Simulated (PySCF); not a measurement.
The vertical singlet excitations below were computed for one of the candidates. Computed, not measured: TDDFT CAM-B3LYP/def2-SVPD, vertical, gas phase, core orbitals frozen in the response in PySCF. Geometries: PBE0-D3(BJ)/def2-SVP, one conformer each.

```tsv
state	λ (nm)	f
S1	159.8	0.014
S2	150.0	0.0097
S3	147.6	0.010
S4	146.8	0.0082
S5	141.0	0.022
S6	138.4	0.029
S7	137.9	0.069
S8	134.4	0.023
S9	132.2	0.012
S10	130.9	0.0042
```

Triplets computed (Tamm–Dancoff): 7.59, 8.09, 8.16, 8.20 eV.

Orbital energies (eV): HOMO-3 -11.61, HOMO-2 -11.23, HOMO-1 -9.96, HOMO -9.35, LUMO 1.36, LUMO+1 1.84, LUMO+2 2.11.

Task: Which candidate is it? All have the formula C5H9F.
A. `C/C=C(\C)CF`
B. `CC(C)=C(C)F`
C. `C(CF)=C(C)C`
D. `C1CC1(CC)F`

Result: D. Its S1, at 7.76 eV, is the highest among the candidates; the nearest of the others has S1 at 6.84 eV. S1 is HOMO→LUMO (88%). Löwdin shares by element: HOMO carbon 62% or more, fluorine 17% (atoms not listed hold the other 21%); LUMO carbon 38% or more, hydrogen 11% or more (atoms not listed hold the other 52%). At the same level the other candidates give, for their lowest levels:
- `CC(C)=C(C)F`: 199 nm (f 0.002); 174 nm (f 0.566); 171 nm (f 0.000); 169 nm (f 0.006); 157 nm (f 0.003); T1 4.26 eV; HOMO -7.91, LUMO 1.24 eV
- `C/C=C(\C)CF`: 188 nm (f 0.001); 174 nm (f 0.529); 171 nm (f 0.010); 166 nm (f 0.008); 148 nm (f 0.001); T1 4.29 eV; HOMO -8.20, LUMO 1.27 eV
- `CC(C)=CCF`: 181 nm (f 0.041); 178 nm (f 0.460); 162 nm (f 0.003); 157 nm (f 0.015); 155 nm (f 0.005); T1 4.23 eV; HOMO -8.50, LUMO 1.19 eV

Shape of the structure used: `[CH3:1][CH2:2][C:3]1([F:4])[CH2:5][CH2:6]1`: C1–C2–C3–F4 -60°.
